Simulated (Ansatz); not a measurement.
AlBH₆⁺, that is H2Al(BH4) with one electron fewer. Charge 1, multiplicity 2. Geometry PBE0-D4/def2-TZVP, that of the neutral singlet; atoms count from 1.

```xyz
8

Al   -0.643    0.444    0.827
H     1.002    0.025    0.386
B     0.580   -0.401   -0.746
H    -0.686   -0.218   -0.797
H    -0.852    2.005    0.804
H    -1.231   -0.575    1.874
H     0.765   -1.581   -0.767
H     1.065    0.302   -1.582
```

Estimate the Mulliken populations from the PBE0/def2-TZVP orbitals of Ansatz.


| atom | charge (e) | spin (α − β) |
| --- | --- | --- |
| Al1 | 0.39 | 0.11 |
| H2 | 0.11 | 0.00 |
| B3 | -0.22 | 0.10 |
| H4 | 0.11 | 0.00 |
| H5 | 0.14 | 0.28 |
| H6 | 0.14 | 0.28 |
| H7 | 0.16 | 0.11 |
| H8 | 0.16 | 0.11 |
Mulliken values and Mayer orders depend strongly on the basis.

Where does the spin sit?

Summed by element: Al 0.11, H 0.79, B 0.10, of 1 unpaired in all. Largest on single atoms: H6 0.28, H5 0.28, H7 0.11.

And the Mayer bond orders between bonded heavy atoms (over 0.3)?

Al1–B3 0.67 (2.16 Å).
